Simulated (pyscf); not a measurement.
Optimised with ωB97X-D3(BJ)/def2-SVP in PySCF.

### Question
For the elementary gas-phase step F–Cl + Cl–C•(Cl)–Cl → Cl atom (Cl•) + F–C(Cl)(Cl)–Cl (doublet surface; Cl–F broken, C–F formed), what barrier and reaction energy does ωB97M-D3(BJ)/def2-TZVP give, measured from the separated reactants?

### Answer
ΔE‡ = 34.5 kJ/mol, ΔE = -186.5 kJ/mol. Zero-point energy shifts the barrier by +0.2 kJ/mol. It is an atom transfer, with an imaginary mode of 665i cm⁻¹. One saddle was located; it need not be the lowest between these sides. The angle at the transferred F is 180°. Left out: the spin-orbit lowering of Cl.
